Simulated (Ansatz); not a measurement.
# BH2⁻, singlet: reading a ladder of total energies

Geometry: a point of a breathe scan, not a stationary point.

```xyz
3

B     0.0000   -0.2122    0.0000
H     0.0000    1.1380   -1.6668
H     0.0000    1.1380    1.6668
```

Basis 6-31++G** (Cartesian d functions); Ansatz 0.2.0. Correlated methods freeze the noble-gas cores, which leaves 6 electrons in 30 orbitals. Prefix R: restricted or restricted open-shell reference.

Full CI is exact within this basis and frozen core; it isn't the basis-set limit.

Runs differ by some tens of microhartree through their thresholds, so steps under 0.03 kcal/mol mean nothing.

```
    level  total energy (hartree)
      RHF              -25.576914
     RMP2              -25.667245
    RCCSD              -25.703057
 RCCSD(T)              -25.708797
   RCCSDT              -25.710329
RCCSDT(Q)              -25.710428
  RCCSDTQ              -25.710354
  full CI              -25.710292
```

What is the correlation energy at full CI, and what share of it do RMP2 and RCCSD recover?

E(corr) = -25.710292 − (-25.576914) = -0.133378 hartree = -3.629 eV. RMP2: -0.090331 / -0.133378 = 67.73 %. RCCSD: -0.126143 / -0.133378 = 94.58 %.

By how many kcal/mol does RCCSD(T) miss full CI (1 hartree = 627.509 kcal/mol), and which steps make up the rest?

-25.708797 − (-25.710292) = 0.001495 hartree = 0.94 kcal/mol. Steps: RCCSDT − RCCSD(T) = -0.96, RCCSDT(Q) − RCCSDT = -0.06, RCCSDTQ − RCCSDT(Q) = 0.05, full CI − RCCSDTQ = 0.04 kcal/mol. Differences between like states or geometries often cancel part of this.
